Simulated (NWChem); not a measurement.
## Correlation energy of O$_{2}$ (+1)

```xyz
2

O      0.0000     0.0000     0.5535
O      0.0000     0.0000    -0.5535
```
Charge +1, spin multiplicity 2.

The numbers come from NWChem runs, not from measurements. All single points use one geometry, from UB3LYP/def2-SVP, a minimum by its harmonic frequencies.

Basis set: cc-pVTZ. Each correlation energy counts from its own Hartree-Fock reference.

The correlated methods keep 2 core orbitals frozen. The structure started from a generated list of species. The unpaired electrons of the parent sit in orbitals of symmetry b2g (D2h labels of the run); other states weren't searched. The stability of the SCF solutions was not checked. Open-shell Hartree-Fock references start from PBE0 orbitals. Coupled-cluster values serve here as a point of comparison, not as the truth.

Q: One of these methods gave a correlation energy of -442.4 mHa. Which?
A. UMP2
B. CCSD on ROHF
C. CCSD on UHF
D. CCSD[T] on ROHF

A: C, CCSD on UHF. The others give -473.4 (CCSD[T] on ROHF), -451.1 (CCSD on ROHF), -452.7 (UMP2).
